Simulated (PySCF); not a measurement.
formic acid (CH2O2), SMILES O=CO. Atoms are numbered in the order given.

```xyz
5

O     -0.0900    -1.1107     0.0000
C      0.3966     0.1327     0.0000
O     -0.2622     1.1287     0.0000
H     -1.0567    -1.0414     0.0000
H      1.4952     0.1014     0.0000
```
Charge 0, spin multiplicity 1.

Geometry: PBE0-D3(BJ)/def2-TZVP. One conformer was computed; it need not be the lowest.

Calculation: TDA-B3LYP/def2-SVPD run with PySCF.

Vertical excitations. Gas-phase values at a fixed geometry. State labels are in the subgroup Cs.

```json
[
 {"state": "S1", "symmetry": "A\"", "energy (eV)": "5.86", "λ (nm)": "212", "f": "0.001", "main pairs": "HOMO→LUMO 100 %"},
 {"state": "S2", "symmetry": "A'", "energy (eV)": "7.60", "λ (nm)": "163", "f": "0.037", "main pairs": "HOMO→LUMO+1 89 %"},
 {"state": "S3", "symmetry": "A'", "energy (eV)": "8.36", "λ (nm)": "148", "f": "0.059", "main pairs": "HOMO→LUMO+2 99 %"},
 {"state": "S4", "symmetry": "A\"", "energy (eV)": "8.53", "λ (nm)": "145", "f": "0.003", "main pairs": "HOMO−1→LUMO+1 99 %"},
 {"state": "S5", "symmetry": "A'", "energy (eV)": "9.01", "λ (nm)": "138", "f": "0.256", "main pairs": "HOMO−1→LUMO 69 %"},
 {"state": "S6", "symmetry": "A\"", "energy (eV)": "9.23", "λ (nm)": "134", "f": "0.000", "main pairs": "HOMO−2→LUMO 99 %"},
 {"state": "S7", "symmetry": "A\"", "energy (eV)": "9.49", "λ (nm)": "131", "f": "0.001", "main pairs": "HOMO−1→LUMO+2 99 %"},
 {"state": "S8", "symmetry": "A\"", "energy (eV)": "9.64", "λ (nm)": "129", "f": "0.016", "main pairs": "HOMO→LUMO+4 99 %"},
 {"state": "S9", "symmetry": "A'", "energy (eV)": "9.66", "λ (nm)": "128", "f": "0.117", "main pairs": "HOMO→LUMO+3 87 %"},
 {"state": "S10", "symmetry": "A'", "energy (eV)": "10.37", "λ (nm)": "120", "f": "0.017", "main pairs": "HOMO→LUMO+5 94 %"},
 {"state": "T1", "symmetry": "A\"", "energy (eV)": "5.29", "λ (nm)": "234", "f": "0", "main pairs": "HOMO→LUMO 99 %"},
 {"state": "T2", "symmetry": "A'", "energy (eV)": "6.11", "λ (nm)": "203", "f": "0", "main pairs": "HOMO−1→LUMO 96 %"},
 {"state": "T3", "symmetry": "A'", "energy (eV)": "7.36", "λ (nm)": "169", "f": "0", "main pairs": "HOMO→LUMO+1 98 %"},
 {"state": "T4", "symmetry": "A'", "energy (eV)": "8.20", "λ (nm)": "151", "f": "0", "main pairs": "HOMO→LUMO+2 99 %"}
]
```
Triplets are in the Tamm–Dancoff approximation.
